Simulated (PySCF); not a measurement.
Predicted microwave data (PBE0-D3(BJ)/def2-SVP geometry optimisation, gas phase in PySCF) for one isomer of C10H8:

```
Rotational constants : A = 2854, B = 1254, C = 871.2 MHz
Dipole components    : |μa| = 1.13 D, |μb| = 0.00 D, |μc| = 0.00 D
Inertial defect      : 0.00 u·Å²
κ                    : -0.61
```

Question: Which candidate fits, each taken in the one conformer that was computed?
A. `[CH:1]#[C:2][c:3]1[cH:4][cH:5][cH:6][cH:7][c:8]1[CH:9]=[CH2:10]` with C7–C8–C9–C10 12°
B. azulene (`c1ccc2cccc-2cc1`)
C. `C=C1C=Cc2ccccc21`
D. `C#CC#CC1=CCC=CC1`
E. `C#CC1=CC=CC(=C)C=C1`
F. `c1ccc2ccccc2c1` (naphthalene)

Answer: B. It is c1ccc2cccc-2cc1, an asymmetric top, point group C2v. The candidates at the same level (rigid rotor, commonest isotopes):

| SMILES | A (MHz) | B (MHz) | C (MHz) | μa (D) | μb (D) | μc (D) | Δ (u·Å²) | point group | rotor |
| --- | --- | --- | --- | --- | --- | --- | --- | --- | --- |
| C#CC#CC1=CCC=CC1 | 4966 | 555.0 | 502.3 | 1.36 | 0.17 | 0.00 | -6.14 | Cs | near-prolate asymmetric top |
| C#Cc1ccccc1C=C | 1632 | 1458 | 771.2 | 0.47 | 0.24 | 0.00 | -0.98 | C1 | asymmetric top |
| c1ccc2ccccc2c1 | 3122 | 1234 | 884.3 | 0.00 | 0.00 | 0.00 | 0.00 | D2h | asymmetric top |
| C=C1C=Cc2ccccc21 | 2743 | 1297 | 880.5 | 0.46 | 0.22 | 0.00 | 0.00 | Cs | asymmetric top |
| c1ccc2cccc-2cc1 | 2854 | 1254 | 871.2 | 1.13 | 0.00 | 0.00 | 0.00 | C2v | asymmetric top |
| C#CC1=CC=CC(=C)C=C1 | 3338 | 862.0 | 685.1 | 0.01 | 0.31 | 0.00 | 0.00 | Cs | asymmetric top |

`C#CC1=CC=CC(=C)C=C1` has B 31 % too low; `C#Cc1ccccc1C=C` has A 43 % too low; `C=C1C=Cc2ccccc21` has A 4 % too low; `C#CC#CC1=CCC=CC1` has A 74 % too high; `c1ccc2ccccc2c1` has A 9 % too high. In the right answer the symmetry axis of this C2v structure is a, so μb and μc vanish by symmetry. No structure here is proved a minimum.
